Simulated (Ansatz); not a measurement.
Li2H⁺ (the lowest singlet isomer of a short search) was relaxed with PBE0-D4 (def2-TZVP) in Ansatz in these states: charge +1 quintet, charge +1 singlet, charge +1 triplet. The geometries follow in no particular order.

A:

```xyz
3

Li    3.473   -1.353    3.835
Li   -3.512    1.642   -3.684
H     0.039   -0.289   -0.151
```

B:

Cartesian coordinates in Å:
```
Li -1.3238 -0.3494 0.8925
Li 1.3240 0.3490 -0.8924
H -0.0002 0.0004 -0.0001
```

C:

Cartesian coordinates in Å:
```
Li 5.075 -2.552 -1.436
Li -4.672 3.395 0.920
H -0.403 -0.843 0.517
```

Question: Judge from the bond lengths which geometry belongs to which state (an estimate).

Answer: A is the charge +1 quintet (Li1–H3 5.368 Å, Li2–H3 5.368 Å); B is the charge +1 singlet (Li1–H3 1.634 Å, Li2–H3 1.634 Å); C is the charge +1 triplet (Li1–H3 6.062 Å, Li2–H3 6.029 Å).

The charge +1 quintet has come apart into loosely held pieces. The charge +1 triplet has come apart into loosely held pieces.
